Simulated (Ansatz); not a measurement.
**CHO2S−: one structure at several levels**

How do the functionals fare away from a minimum? The structure is a frame of a short trajectory.

The runs use Ansatz 0.2.0, Gaussian basis; single points in def2-TZVPPD.

Cores are frozen in the correlated methods.

1 further run of the same task is left out (it didn't finish).

## Step 1: The system as given

SMILES `[O-]C(O)=S`, 5 atoms, charge -1, spin multiplicity 1.

Atoms are counted from 1 here; the program's logs count them from 0.

Bond lengths: O1–C2 1.227 Å, C2–O3 1.391 Å, C2–S4 1.732 Å, O3–H5 0.967 Å. Angles: O1–C2–O3 117.2°, O1–C2–S4 128.8°, O3–C2–S4 113.8°, C2–O3–H5 104.5°.

Coordinates:

```xyz
5
CHO2S
O     0.77370    0.22733    1.10740
C     0.15993   -0.27599    0.17178
O    -0.56639    0.58185   -0.64696
S     0.16155   -1.92155   -0.36784
H    -0.78358    1.33328   -0.07908
```

## Step 2: PBE-D4/def2-TZVPPD

run/in.yaml

```yaml
crystal:
  periodic: [false, false, false]
  atoms:
    - {symbol: O, position_ang: [0.773698, 0.227329, 1.107397]}
    - {symbol: C, position_ang: [0.159932, -0.275991, 0.171779]}
    - {symbol: O, position_ang: [-0.566390, 0.581851, -0.646962]}
    - {symbol: S, position_ang: [0.161546, -1.921547, -0.367841]}
    - {symbol: H, position_ang: [-0.783576, 1.333277, -0.079077]}
basis:
  gaussian: {orbitals: "def2-TZVPPD.json"}
total_charge: -1
hamiltonian: {xc: pbe, dispersion: d4}
output: {forces: true}
```

The basis file named in the input lies beside it (Basis Set Exchange, JSON).

Command:

```
ansatz run in.yaml --threads 2 --pin off --events-out ev --progress --plain --max-ram 3481MiB
```

## Step 3: r2SCAN-D4/def2-TZVPPD

Edit run/in.yaml of step 2 so:

```diff
@@ -11,3 +11,3 @@
 total_charge: -1
-hamiltonian: {xc: pbe, dispersion: d4}
+hamiltonian: {xc: r2scan, dispersion: d4}
 output: {forces: true}
```

## Step 4: PBE0-D4/def2-TZVPPD

Edit run/in.yaml of step 3 so:

```diff
@@ -11,3 +11,3 @@
 total_charge: -1
-hamiltonian: {xc: r2scan, dispersion: d4}
-output: {forces: true}
+hamiltonian: {xc: pbe0, dispersion: d4}
+output: {forces: true, orbitals: {seedname: orbitals}}
```

## Step 5: wB97M-V/def2-TZVPPD

Edit run/in.yaml of step 4 so:

```diff
@@ -11,3 +11,3 @@
 total_charge: -1
-hamiltonian: {xc: pbe0, dispersion: d4}
-output: {forces: true, orbitals: {seedname: orbitals}}
+hamiltonian: {xc: {name: wB97M-V}}
+output: {forces: true}
```

## Step 6: CCSD(T)/def2-TZVPPD

Edit run/in.yaml of step 5 so:

```diff
@@ -11,3 +11,3 @@
 total_charge: -1
-hamiltonian: {xc: {name: wB97M-V}}
+correlation: {method: ccsd_t}
 output: {forces: true}
```

(Steps that only read results are left out.)

Before running it: what results should come out? Wanted: RMS force component; RMS force error; HOMO and LUMO, PBE0-D4; T1 diagnostic.

As calculated:

```
              quantity                                                             value
   RMS force component                              0.382 to 0.506 eV/Å over the methods
       RMS force error  PBE-D4 0.265, r2SCAN-D4 0.095, PBE0-D4 0.248, wB97M-V 0.207 eV/Å
HOMO and LUMO, PBE0-D4                                                 -0.83 and 3.66 eV
         T1 diagnostic                                                             0.018
```

For forces r2SCAN-D4 does best and PBE-D4 worst. Frozen-core CCSD(T) forces in triple zeta carry basis errors of their own, and this is one geometry, so small gaps rank nothing.
